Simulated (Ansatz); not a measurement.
# C2H3FS: ranking of conformers

Wanted for C2H3FS: a ranking of conformers.

Program: Ansatz 0.2.0 through its Python package. Level of theory: MP2/def2-SVP. These are calculated values, not measurements.

## (1) The structure

The script builds its own geometries from the SMILES FC=CS.

The script holds or builds the structure itself.

## (2) The script

The input, conformers_c2h3fs.py:

```python
"""Conformer energies of C2H3FS."""

import ansatz
from rdkit import Chem
from rdkit.Chem import AllChem

rd = Chem.AddHs(Chem.MolFromSmiles("FC=CS"))
ids = list(AllChem.EmbedMultipleConfs(rd, numConfs=20, randomSeed=992, pruneRmsThresh=0.4))
field = [energy for _, energy in AllChem.MMFFOptimizeMoleculeConfs(rd)]
distinct = {round(e, 2): i for i, e in zip(ids, field)}
chosen = sorted(distinct.items())[:3]
found = []
for force_field, index in chosen:
    mol = ansatz.Crystal.molecule()
    for atom, xyz in zip(rd.GetAtoms(), rd.GetConformer(index).GetPositions()):
        mol = mol.atom(atom.GetSymbol(), xyz.round(5).tolist())
    base = (
        mol.calculation()
        .basis(gaussian="def2-SVP")
        .correlation("mp2")
    )
    found.append(base.run().report["free_energy_ev"])
print("conformer   MMFF (kcal/mol)   this level (kcal/mol)")
for (force_field, index), e in zip(chosen, found):
    print(f"{index:9d} {force_field - chosen[0][0]:17.2f} {23.060548 * (e - min(found)):17.3f}")
```

## (3) What the engine is handed

The engine receives this input (first run):

```yaml
crystal:
  periodic: [false, false, false]
  atoms:
    - { symbol: F, position_ang: [-0.73878, 1.33175, -0.62816] }
    - { symbol: C, position_ang: [-0.87426, 0.09899, -0.1035] }
    - { symbol: C, position_ang: [0.16517, -0.63782, 0.28777] }
    - { symbol: S, position_ang: [1.79956, -0.09295, 0.16504] }
    - { symbol: H, position_ang: [-1.91407, -0.18926, -0.05072] }
    - { symbol: H, position_ang: [-0.00301, -1.62562, 0.70404] }
    - { symbol: H, position_ang: [1.56539, 1.11491, -0.37446] }
basis:
  gaussian:
    orbitals: def2-SVP
correlation:
  method: mp2
```

## (4) The run

Command:

```bash
> python conformers_c2h3fs.py
```

Without the output at hand: what should come out? Wanted: lowest; next above it by.

As calculated:

| quantity | value |
| --- | --- |
| runs compared | 2 |
| lowest | run 1 |
| next above it by | 0.126 eV |

What this shows: The structures are force-field minima, not relaxed at this level. The SMILES has no stereo marks, so cis and trans isomers can stand among them. Of those tried, run 1 is lowest; run 2 lies 0.126 eV above it. The conformers keep their force-field geometries.
